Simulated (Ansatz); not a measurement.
Several settings on one geometry of B(CO)H3 (CH3BO) (that of the charge 0 singlet, PBE-D4/def2-TZVP). Ansatz on 2 threads of AMD EPYC 7R43 on a shared host; times are rough.

```xyz
6

B    -0.0113    0.0023   -0.5321
C     0.0133    0.0061    0.9721
O     0.0396   -0.0018    2.1152
H     1.1594    0.0034   -0.8640
H    -0.6061    1.0116   -0.8566
H    -0.5949   -1.0216   -0.8346
```

Totals from different functionals, basis sets or treatments of relativity can't be compared as stabilities.

The 6-31G sets use Cartesian d functions. Correlated methods freeze 3 core orbitals.

Scalar relativity in a set contracted without it gives distorted totals.

The spins typed aren't always the lowest for that charge.

(1) Give the basis size and estimate the energy, ⟨S²⟩, dipole and time of these runs.

```
run                           method  charge    state                                                                                                                             further keys
  1               RHF, mp2/def2-TZVP       0  singlet                                                                                scf: {omitted_lower_state_checks: [starts]}; forces asked
  2                  RKS ωPBEh/6-31G       0  singlet                        fitting: {mean_field: cc-pVTZ-jkfit}; final_grid: {core_spheres: 5, valence_spheres: 4, degree: 11}; forces asked
  3    RKS revPBE-D3(BJ)/def2-mTZVPP       0  singlet                                   fitting: {mean_field: def2-universal-jkfit}; scf: {omitted_lower_state_checks: [starts]}; forces asked
  4        RKS PBE0, rpa/def2-mTZVPP       0  singlet                                                                                                           scf: {lower_state_search: off}
  5      ROKS rPW86-PBE-D4/6-31++G**       0  triplet                                      pseudopotentials: {relativity: scalar}; accuracy: high; scf: {omitted_lower_state_checks: [starts]}
  6           RKS B97M-V/aug-cc-pVDZ       0  singlet  fitting: {mean_field: cc-pVTZ-jkfit}; pseudopotentials: {relativity: scalar}; scf: {omitted_lower_state_checks: [starts]}; forces asked
  7                 UKS SVWN5/STO-3G       0  triplet                                                                                           scf: {lower_state_search: light}; forces asked
  8        UKS RPBE-D3(BJ)/def2-SVPD       0  triplet                                                                                scf: {omitted_lower_state_checks: [starts]}; forces asked
  9          UKS PBE0-DH/def2-mTZVPP       0  singlet                                                                                                                             forces asked
 10                 UKS B97/def2-SVP      -1  doublet                                                        fitting: {mean_field: cc-pVTZ-jkfit}; scf: {omitted_lower_state_checks: [starts]}
 11  RKS PBEsol-D3(BJ)-ATM/6-31++G**       0  singlet                                          fitting: {mean_field: cc-pVTZ-jkfit}; scf: {omitted_lower_state_checks: [starts]}; forces asked
```

Answers

(1) 
```csv
run,functions,energy (Eh),⟨S²⟩,dipole (D),wall time
1,111,-139.6868,–,1.91,1.7 s
2,33,-139.7540,–,1.19,0.36 s
3,77,-139.9886,–,1.21,0.75 s
4,77,-139.7998,–,–,0.9 s
5,75,-140.1234,–,–,13 s
6,96,-140.0403,–,1.17,3.7 s
7,18,-136.6712,2.00,0.35,2.2 s
8,87,-139.6772,2.01,1.41,6 s
9,77,-139.8345,0.00,1.46,4.3 s
10,57,-139.7719,0.75,–,5.5 s
11,75,-139.2464,–,1.06,0.75 s
```

The highest occupied level of an anion often lies above zero with these methods, and sets without diffuse functions describe the outer electron poorly.
